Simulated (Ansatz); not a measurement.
# C₂H₅NOS: up Jacob's ladder to CCSD(T)

The task here is to estimate one member of a computed series from the others.

Method: functionals in def2-TZVPP, the program's frozen cores in correlated methods; program: Ansatz 0.2.0, Gaussian basis.

Levels to be run: LDA (SPW92), PBE-D4, revPBE-D4, BLYP-D4, r2SCAN-D4, B97M-V, PBE0-D4, B3LYP-D4, r2SCANh-D4, r2SCAN0-D4, HSE06-D4, BHLYP-D4, CAM-B3LYP-D4, LC-ωPBE, ωB97X-V, ωB97M-V, B2PLYP, PBE-QIDH; CCSD(T)/def2-SVP; CCSD(T)/def2-TZVPP; MP2/def2-QZVPP; extrapolation to the limit; RPA on PBE.

## Structure used throughout

The geometry comes from an earlier relaxation with PBE0-D4 in a triple-zeta def2 set; it is a stationary point, not always the lowest conformer.

10 atoms, charge 0, spin multiplicity 1.

Atoms are counted from 1 here; the program's logs count them from 0.

Bond lengths: N1–C2 1.258 Å, N1–H6 1.019 Å, C2–S3 1.768 Å, C2–H7 1.093 Å, S3–C4 1.807 Å, C4–O5 1.397 Å, C4–H8 1.096 Å, C4–H9 1.092 Å, O5–H10 0.962 Å. Angles: C2–N1–H6 113.0°, N1–C2–S3 130.4°, N1–C2–H7 119.5°, S3–C2–H7 110.1°, C2–S3–C4 101.3°, S3–C4–O5 115.2°, S3–C4–H8 104.5°, S3–C4–H9 108.6°, O5–C4–H8 112.9°, O5–C4–H9 106.8°, H8–C4–H9 108.5°, C4–O5–H10 108.8°.

Geometry (Å):

```mol
C2H5NOS
  3D, bonds by distance, orders not assigned

 10  9  0  0  0  0  0  0  0  0999 V2000
    1.0915    1.4883    0.5904 N   0  0
    1.5363    0.3125    0.5416 C   0  0
    0.7354   -1.1973    0.0893 S   0  0
   -0.9838   -0.6585   -0.0467 C   0  0
   -1.2498    0.2217   -1.0980 O   0  0
    0.1264    1.5627    0.2706 H   0  0
    2.5771    0.1198    0.8123 H   0  0
   -1.5592   -1.5885   -0.1143 H   0  0
   -1.2623   -0.1441    0.8748 H   0  0
   -0.9284   -0.1676   -1.9171 H   0  0
  1  2  8  0
  2  3  8  0
  3  4  8  0
  4  5  8  0
  1  6  8  0
  2  7  8  0
  4  8  8  0
  4  9  8  0
  5 10  8  0
M  END
```

Set-up of the first run:

Input file in.yaml:

```yaml
crystal:
  periodic: [false, false, false]
  atoms:
    - {symbol: N, position_ang: [1.091466, 1.488280, 0.590379]}
    - {symbol: C, position_ang: [1.536288, 0.312494, 0.541553]}
    - {symbol: S, position_ang: [0.735356, -1.197298, 0.089331]}
    - {symbol: C, position_ang: [-0.983803, -0.658531, -0.046699]}
    - {symbol: O, position_ang: [-1.249816, 0.221734, -1.098008]}
    - {symbol: H, position_ang: [0.126391, 1.562692, 0.270568]}
    - {symbol: H, position_ang: [2.577106, 0.119780, 0.812269]}
    - {symbol: H, position_ang: [-1.559152, -1.588539, -0.114274]}
    - {symbol: H, position_ang: [-1.262332, -0.144119, 0.874828]}
    - {symbol: H, position_ang: [-0.928404, -0.167591, -1.917147]}
basis:
  gaussian: {orbitals: def2-TZVPP}
hamiltonian: {xc: lda}
output: {orbitals: {seedname: orbitals}}
```

Among the steps run: LDA; PBE-D4 (GGA); revPBE-D4 (GGA); BLYP-D4 (GGA); r2SCAN-D4 (meta-GGA); B97M-V (meta-GGA); PBE0-D4 (hybrid); B3LYP-D4 (hybrid); r2SCANh-D4 (hybrid); r2SCAN0-D4 (hybrid); HSE06-D4 (hybrid); BHLYP-D4 (hybrid); CAM-B3LYP-D4 (range-separated); LC-ωPBE (range-separated); ωB97X-V (range-separated); ωB97M-V (range-separated); B2PLYP (double hybrid); PBE-QIDH (double hybrid).

One of the session's tables, all rows but one given; the rest of the session is left out.

It belongs to the step «Frontier levels by functional». 

```
  functional  HOMO (eV)  gap (eV)
 LDA (SPW92)      -6.28      4.55
      PBE-D4      -6.17      4.69
   revPBE-D4      -6.11      4.73
     BLYP-D4      -6.04      4.69
   r2SCAN-D4      -6.43      5.17
      B97M-V      -6.48      5.31
     PBE0-D4          ?         ?
    B3LYP-D4      -7.14      6.45
  r2SCANh-D4      -6.86      5.98
  r2SCAN0-D4      -7.52      7.21
    HSE06-D4      -6.96      6.13
    BHLYP-D4      -8.40      9.07
CAM-B3LYP-D4      -8.67      9.36
     LC-ωPBE     -10.03     11.93
     ωB97X-V      -9.66     11.47
     ωB97M-V      -9.51     11.16
```

**Question.** Estimate the row for PBE0-D4.

**Answer.** HOMO (eV): -7.36; gap (eV): 6.92. In the column «HOMO (eV)» it lies between r2SCAN0-D4 (-7.52) and B3LYP-D4 (-7.14).
